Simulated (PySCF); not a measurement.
**Working with the constants of AlO⁺**

UHF-CCSD(T) constants of AlO⁺, ³Π (triplet), unpaired electrons σ ↑, π ↑ (PySCF, spin-free X2C with a Gaussian nucleus, basis sets Al jorge-DZP-DKH, O jorge-DZP-DKH; masses 26.9815 and 15.9949 u):

```
ωe              : 665.4 cm⁻¹
ωexe            : 13.1 cm⁻¹
Be              : 0.52063 cm⁻¹
αe              : 0.00806 cm⁻¹
D (centrifugal) : 1.28e-06 cm⁻¹
De to Al⁺ + O   : 0.55 eV
```

(1) Give the vibrational terms G(v) and spacings up to v = 6.

(2) How well does the Morse estimate ωe²/(4ωexe) reproduce De, and what is D0?

Correlated steps freeze 6 core orbitals. Correlated levels converge slowly with the basis: in double zeta they bind strong bonds too weakly, by up to about 1 eV, and carry superposition errors of some tenths. For an ion De counts to the pair picked by the measured ionisation energies or electron affinities, which need not be the lowest pair at this level. The state is the lowest determinant that a PBE0 search found; another state may lie lower at other levels.

Answers

(1) G(v) = ωe(v+½) − ωexe(v+½)².

```csv
v,G(v) (cm⁻¹),G(v) − G(v−1),Bv (cm⁻¹)
0,329,,0.5166
1,969,639,0.5085
2,1582,613,0.5005
3,2168,587,0.4924
4,2729,561,0.4844
5,3263,534,0.4763
6,3772,508,0.4682
```

(2) It gives 1.05 eV, 190 % of the computed De. D0 = De − G(0) = 0.55 − 0.04 = 0.51 eV.
